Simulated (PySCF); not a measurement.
An EPR job on `[CH2]CC(F)(F)F` [radical].

Method: UKS B3LYP, pcH-1 on C F H, non-relativistic, mean-field spin-orbit, GIAO (PySCF 2.14.0). Geometry: GFN2-xTB. A driver script takes a list of jobs; this job's settings line and coordinates (Å) are shown.

Command:
```bash
OMP_NUM_THREADS=1 python probes_run.py task.json out
```

Input:
```
{"job": {"kind": "epr", "basis": "pcH-1"}, "charge": 0, "multiplicity": 2}
C     -1.419408     0.078811     0.023852
C     -0.049022     0.609094     0.148308
C      0.994935    -0.467466    -0.103125
F      0.883201    -1.017565    -1.319813
F      2.244026     0.021492    -0.019432
F      0.921128    -1.471372     0.780856
H     -2.226756     0.566535     0.529440
H     -1.622027    -0.753473    -0.619644
H      0.151932     1.407668    -0.584534
H      0.130874     1.030930     1.141564
```

Output:
```
UKS, coarse grid
  cycle   1  E = -416.08932218  |g| = 6.57e-01
  cycle   2  E = -415.91860968  |g| = 1.03e+00
  cycle   3  E = -416.22909733  |g| = 4.58e-02
  cycle   4  E = -416.22965064  |g| = 3.26e-02
  cycle   5  E = -416.23013552  |g| = 3.44e-03
  cycle   6  E = -416.23014264  |g| = 1.31e-03
  cycle   7  E = -416.23014423  |g| = 7.71e-04
UKS, final grid
  cycle   1  E = -416.23012099  |g| = 9.36e-04
  cycle   2  E = -416.23012076  |g| = 1.34e-03
  cycle   3  E = -416.23012127  |g| = 1.20e-04
  cycle   4  E = -416.23012127  |g| = 2.48e-05
E = -416.23012127 Eh   <S^2> = 0.7536 (exact 0.7500)
g shifts (ppm)      1          2          3
  rmc          -137       -137       -137
  gc              6         36         19
  oz_so          90        604        834
  total         -40        503        716
hyperfine (MHz)  atom isotope    a_iso     a_fc   dipolar eigenvalues
    0   13C      90.96      90.96    -83.42    -82.78    166.20
    1   13C     -35.46     -35.46     -2.45      0.08      2.37
    2   13C      21.44      21.44     -2.14     -1.56      3.70
    3   19F      -1.13      -1.13     -3.45     -1.75      5.20
    4   19F      -1.71      -1.71     -3.61     -2.59      6.20
    5   19F       1.35       1.35     -7.30     -3.49     10.79
    6    1H     -65.66     -65.66    -40.16     -0.51     40.67
    7    1H     -65.50     -65.50    -40.11     -0.48     40.59
    8    1H     152.74     152.74     -5.90     -3.20      9.11
    9    1H      46.77      46.77     -4.87     -4.64      9.51
```

rmc, gc and oz_so are the mass-correction, gauge-correction and orbital-Zeeman/spin–orbit parts of the g shift along its three principal axes; a_iso is the isotropic hyperfine coupling and a_fc its Fermi-contact part. The program numbers atoms from 0.

Problem. How far is ⟨S²⟩ from the pure-spin value?

Solution. S = 0.5 gives S(S+1) = 0.75; the run has 0.7536, 0.0036 more.

Summary of the converged run: ⟨S²⟩ 0.754; g_iso 2.0027.

Isolated species at its GFN2-xTB geometry (one conformer only).

Hardware: an Arm Neoverse V2 with one thread, no GPU, on a shared host. Cost: 23 s (grids of density and orbitals included), 0.67 GiB resident at most.
Labels such as C1 count atoms from 1, the log's own numbers from 0.
